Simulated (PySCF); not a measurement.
Numbering as in the mapped SMILES `[CH2:1]=[C:2]=[CH:3][CH2:4][Cl:5]`; H(Xn) means a hydrogen on atom n.

GIAO PBE0/pcSseg-1 shifts (PySCF 2.14, gas phase, non-relativistic, equivalent atoms averaged), each against references optimised in the same way as the molecule (TMS, HCl).

On the GFN2-xTB geometry: C2 223.1, C3 95.1, C1 80.4, C4 51.3, Cl5 141, H(C3) 5.58, H(C1) 5.12, H(C4) 4.20 ppm.

What changes on the PBE0-D3(BJ)/def2-SVP geometry?

## Answers


```json
{"atoms": "C2", "δ (ppm)": "223.4", "change": "+0.3"}
{"atoms": "C3", "δ (ppm)": "95.5", "change": "+0.4"}
{"atoms": "C1", "δ (ppm)": "81.5", "change": "+1.1"}
{"atoms": "C4", "δ (ppm)": "49.1", "change": "-2.2"}
{"atoms": "Cl5", "δ (ppm)": "120", "change": "-21"}
{"atoms": "H(C3)", "δ (ppm)": "5.43", "change": "-0.15"}
{"atoms": "H(C1)", "δ (ppm)": "5.12", "change": "+0.00"}
{"atoms": "H(C4)", "δ (ppm)": "3.96", "change": "-0.24"}
```

Bonds between heavy atoms that differ most (equivalent bonds averaged): C1–C2 1.292 → 1.307 Å, C2–C3 1.300 → 1.311 Å, C4–Cl5 1.804 → 1.797 Å, C3–C4 1.490 → 1.493 Å. Mean change of bonds to hydrogen: C–H +0.013 Å. The two structures also differ in conformation, which adds to the changes.
